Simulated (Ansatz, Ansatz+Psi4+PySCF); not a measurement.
```xyz
2

Mg    0.0000    0.0000   -0.7550
O     0.0000    0.0000    1.1325
```

Basis set: cc-pVTZ (spherical functions). Frozen core: 2 orbitals. Charge 0, multiplicity 1.

Computed with Ansatz (development build ahead of 0.2.0); each method stands on the lowest determinant of its kind that the runs found. Restricted open shells among the atoms or ions are ROHF, correlated in semicanonical orbitals with singles.

**Question.** Give the atomization energy at this shape (free ground-state atoms in the same class of orbitals less the molecule, no zero-point energy) of singlet MgO by RHF-MP2, RHF.

**Answer.**

| method | atomization energy |
| --- | --- |
| RHF-MP2 | 61.67 kcal/mol |
| RHF | -32.00 kcal/mol |

Caution: in another basis set an unrestricted determinant lies well below; the shape is not the minimum. Caution for RHF: the molecule lies well above its atoms at this level.
